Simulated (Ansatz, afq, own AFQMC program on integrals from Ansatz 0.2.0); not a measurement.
BSiH$_{2}$, quartet in cc-pVDZ, levels against CCSDT(Q)

```xyz
4

Si    0.0000   -0.0466    0.6191
B     0.0000   -0.0617   -1.5289
H     0.0000    1.1715    1.5146
H     0.0000    0.7881   -2.3657
```

Connectivity, by distances: SiH–BH.

Basis cc-pVDZ. Noble-gas cores (and the filled d shells of Ga–Kr and In–Xe) are frozen. Ansatz 0.2.0 and our own AFQMC program on the same integrals; the CISD trial comes from CCSD amplitudes, and released means the phaseless constraint is let go. ± is one standard error of the sampling.

Determinant: UHF, the one that the program's search chose, which needn't be the lowest solution. The geometry is a point of a scan.

No full CI on the walks' own integrals is used here; CCSDT(Q) serves as the reference and is uncertain by about the last step of the cluster series.

Cautions: lower spins were not checked.

The T1 diagnostic is 0.0330 and the weight of the determinant in the CISD state is 0.879. The ⟨S²⟩ of the determinant is 3.762. The size of the correlated space is 9 electrons in 36 orbitals.

Reference: CCSDT(Q), correlation energy -4.526 eV. The released energy is read at 2.40 1/Eh (meV from the phaseless value at times in 1/Eh: -6 ± 10 at 0.24, -5 ± 8 at 0.51, -9 ± 8 at 0.99, -13 ± 8 at 1.62, -5 ± 12 at 2.40).

```csv
level,E − E(reference) (kJ/mol),share of correlation (%)
HF,436.6,0.00
MP2,111.6,74.43
CCSD,18.5,95.75
CCSD(T),5.0,98.85
CCSDT,0.7,99.83
ph-AFQMC/CISD,1.3 ± 0.9,99.69
released AFQMC,0.9 ± 1.1,99.80
```

A walk keeps the symmetry of its determinant, which the program's search chose and which needn't be the lowest solution, so a lower state of the same spin and another symmetry isn't excluded. Released energies are given only where the last usable release times agree within the noise; a slower fall can still hide under it.
